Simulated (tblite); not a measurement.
Species: C₅H₁₀N (doublet state).
Atom-mapped SMILES: `[CH3:1][CH2:2][C@@H:3]1[CH:4][CH2:5][NH:6]1` (hydrogens: H7, H8, H9 on C1; H10, H11 on C2; H12 on C3; H13 on C4; H14, H15 on C5; H16 on N6)

Geometry (GFN2-xTB, Å), atoms numbered from 1 in this order:
```
atom  x, y, z in Å
C1     2.1595    0.3743   -0.0157
C2     0.9839   -0.5769   -0.1923
C3    -0.1697   -0.2290    0.7549
C4    -1.4323   -1.0039    0.5796
C5    -2.1629    0.2603    0.2918
N6    -0.8963    0.9970    0.3751
H7     1.8413    1.3953   -0.2097
H8     2.9595    0.1219   -0.7080
H9     2.5511    0.3183    0.9982
H10    1.2921   -1.6054    0.0061
H11    0.6140   -0.5177   -1.2165
H12    0.2197   -0.2073    1.7842
H13   -1.5522   -1.9584    0.1022
H14   -2.6282    0.3371   -0.6998
H15   -2.9154    0.5533    1.0351
H16   -0.8716    1.7502    1.0530
```

Method: GFN2-xTB as coded in tblite; computed harmonic values from a numerical Hessian at the method's own geometry, unscaled. The method is semi-empirical: single wavenumbers can be off by several per cent or more. One conformer, not necessarily the lowest. Open shells enter through the occupations alone, without spin polarisation, and single modes of such species can be off by tens of per cent.

Harmonic wavenumbers (cm⁻¹): 81.4, 142.2, 201.0, 252.0, 385.5, 420.7, 510.3, 735.0, 783.4, 834.4, 891.8, 930.0, 1004.7, 1006.9, 1034.1, 1060.1, 1082.4, 1096.2, 1111.4, 1164.0, 1174.0, 1226.3, 1240.3, 1241.0, 1277.1, 1292.8, 1326.3, 1405.8, 1443.0, 1471.7, 1499.0, 1504.1, 2820.9, 2839.3, 2888.7, 2976.9, 2998.0, 3027.2, 3032.9, 3047.2, 3117.8, 3379.5.

A = 8627, B = 2388, C = 2071 MHz; mass 84.081 u (most abundant isotopes); point group C1, symmetry number 1; spin multiplicity 2.

What is the zero-point energy?

½Σν̃ = 30479 cm⁻¹ = 87.14 kcal/mol.

Entropy at 500 K, 1 bar (ideal gas, RRHO, classical rotation)?

Translation 41.80, rotation 27.97, vibration 28.52, spin (R ln 2) 1.38: S = 99.7 cal/(mol K).

And Cp and H(500 K) − H(0)?

Cp = 43.00 cal/(mol K), of which vibrations give 35.05 (their classical limit is 42 R = 83.5); H(500 K) − H(0) = 11.98 kcal/mol without the zero-point energy, 8.00 from vibrations.

Which modes carry the vibrational entropy at 500 K?

81.4 cm⁻¹: 4.88; 142.2 cm⁻¹: 3.78; 201.0 cm⁻¹: 3.10; 252.0 cm⁻¹: 2.67; 385.5 cm⁻¹: 1.88; 420.7 cm⁻¹: 1.72 cal/(mol K); the other 36 give 10.49 together.

What must be added to the electronic energy to get the Gibbs energy at 500 K and 1 bar?

ZPE + [H(500 K) − H(0)] − T·S = 87.14 + 11.98 − 49.83 = 49.29 kcal/mol.

How do the functions run with temperature in this model?

```
 T (K)  S (cal/(mol K))  Cp (cal/(mol K))  H − H(0) (kcal/mol)  G − H(0) (kcal/mol)  ln q(vib)
   150             67.8              16.2                 1.76                -8.40       1.21
   250             77.5              22.8                 3.70               -15.68       2.54
298.15             81.9              26.7                 4.89               -19.52       3.22
   400             90.9              35.4                 8.05               -28.32       4.72
   600            108.1              49.4                16.61               -48.24       7.93
   900            130.9              63.0                33.63               -84.18      12.92
```

q(vib) and H(0) count from the zero-point level.

Hindered rotation and anharmonicity are outside this model. Other conformers, if any are populated, would add a mixing term that is left out. The structure is chiral; the term R ln 2 for an equal mix with its mirror image is left out.

On an Arm Neoverse V2 with one thread (shared host), this took 0.29 s wall. The figure is for the frequency step alone.
